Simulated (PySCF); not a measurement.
Dithiane, C4H8S2.
Numbering: `[CH2:1]1[CH2:2][CH2:3][S:4][S:5][CH2:6]1` (hydrogens: H7, H8 on C1; H9, H10 on C2; H11, H12 on C3; H13, H14 on C6)

Cartesian coordinates in Å at the PBE0-D3(BJ)/def2-SVP level; atoms count from 1:
```
atom  x, y, z in Å
C1     0.5951   -0.8270   -0.3743
C2    -0.8229   -0.6843    0.1791
C3    -1.4798    0.6668   -0.0710
S4    -0.6084    2.0340    0.7539
S5     1.1995    1.8884   -0.2494
C6     1.6056    0.1685    0.1796
H7     0.5741   -0.7294   -1.4735
H8     0.9558   -1.8465   -0.1558
H9    -0.8158   -0.8749    1.2662
H10   -1.4559   -1.4667   -0.2731
H11   -1.5500    0.8966   -1.1464
H12   -2.4992    0.6867    0.3477
H13    1.6987    0.0940    1.2750
H14    2.6023   -0.0042   -0.2585
```

Theory: core-valence-separated Tamm–Dancoff BHandHLYP/aug-pcX-1 (pcseg-1 on H, def2-SVPD on S) in PySCF, non-relativistic, gas phase, PBE0-D3(BJ)/def2-SVP geometry.

Computed carbon K-edge spectrum, Gaussian lines of 0.6 eV full width, highest printed point 100; it ends one width below the last computed root. The energies are unshifted.

(photon energy (eV), absorption): (284.7, 1), (284.8, 2), (284.9, 6), (285.0, 13), (285.1, 26), (285.2, 46), (285.3, 68), (285.4, 88), (285.5, 100), (285.6, 100), (285.7, 90), (285.8, 76), (285.9, 65), (286.0, 59), (286.1, 57), (286.2, 55), (286.3, 54), (286.4, 52), (286.5, 51), (286.6, 53), (286.7, 55), (286.8, 57), (286.9, 56)

Where are the maxima, and which lines make them up?

2 maxima:
- 285.5 eV: C3/C6 (sp3 carbon bound to sulfur), 285.49 eV, f = 0.107, sum of 2, 74 % of the height at the exact maximum; C1/C2 (ring CH2 carbon), 285.66 eV, f = 0.037, sum of 2, 23 % of the height at the exact maximum
- 286.8 eV: C3/C6 (sp3 carbon bound to sulfur), 286.93 eV, f = 0.058, sum of 2, 65 % of the height at the exact maximum; C3/C6 (sp3 carbon bound to sulfur), 286.58 eV, f = 0.017, sum of 2, 14 % of the height at the exact maximum

Further lines of some strength in the range: C1/C2, 286.12 eV, f = 0.040, sum of 2; C3/C6, 286.17 eV, f = 0.016, sum of 2; C1/C2, 286.46 eV, f = 0.017, sum of 2.

Roots within 0.03 eV on the same or equivalent atoms count as one line; shares under 12 % aren't listed.

Vibrational structure and lifetime widths aren't in the curve. The ionisation threshold wasn't computed; near and above it a finite basis only mimics Rydberg series and continuum.

One conformer stands for the species.
